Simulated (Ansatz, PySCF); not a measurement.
Molecule: C₂H₃O, net charge 0, doublet state. It need not be the lowest isomer of its formula. 
Structure (B3LYP-D3(BJ)/def2-TZVP (Ansatz, an electronic-structure program) minimum search):
SMILES: [CH]1CO1
```xyz
6

C     -0.0023     0.7447    -0.3759
O      0.0458     0.0944     0.8207
C      0.0483    -0.6990    -0.4192
H     -0.7822     1.4623    -0.6108
H     -0.8485    -1.2960    -0.5529
H      0.9884    -1.1956    -0.6312
```
Charge 0, spin multiplicity 2.

Total electronic energies in hartree. Correlated levels leave the core frozen unless marked. Open shells are spin-unrestricted. No spin-orbit coupling. No relativistic terms. CBS(X,Y): correlation extrapolated as X^-3; Hartree-Fock from the larger set. [CCSD(T)-MP2]/basis is that difference in the basis named.

```json
[
 {"level": "HF/cc-pVDZ", "program": "Ansatz", "energy (Eh)": "-152.23859"},
 {"level": "HF-D3(BJ)/def2-TZVPD", "program": "PySCF + dftd3", "energy (Eh)": "-152.31730"},
 {"level": "HF-D4/def2-TZVPD", "program": "PySCF + dftd4", "energy (Eh)": "-152.30186"},
 {"level": "PBE0-D4/def2-TZVPD", "program": "Ansatz + dftd4", "energy (Eh)": "-153.00626"},
 {"level": "PBE0/def2-QZVPP", "program": "Ansatz", "energy (Eh)": "[?]"},
 {"level": "BHLYP/def2-TZVPD", "program": "Ansatz", "energy (Eh)": "-153.08835"},
 {"level": "HSE06-D4/def2-TZVPD", "program": "Ansatz + dftd4", "energy (Eh)": "[?]"},
 {"level": "CCSD/6-31G", "program": "Ansatz", "energy (Eh)": "-152.44889"},
 {"level": "RI-MP2/CBS(cc-pVTZ,cc-pVQZ)+[CCSD(T)-MP2]/cc-pVTZ", "program": "Ansatz", "energy (Eh)": "-152.9457"}
]
```

Task: Fill in the missing entries.

Result: 
- PBE0/def2-QZVPP, energy (Eh): -153.01291
- HSE06-D4/def2-TZVPD, energy (Eh): -152.99818
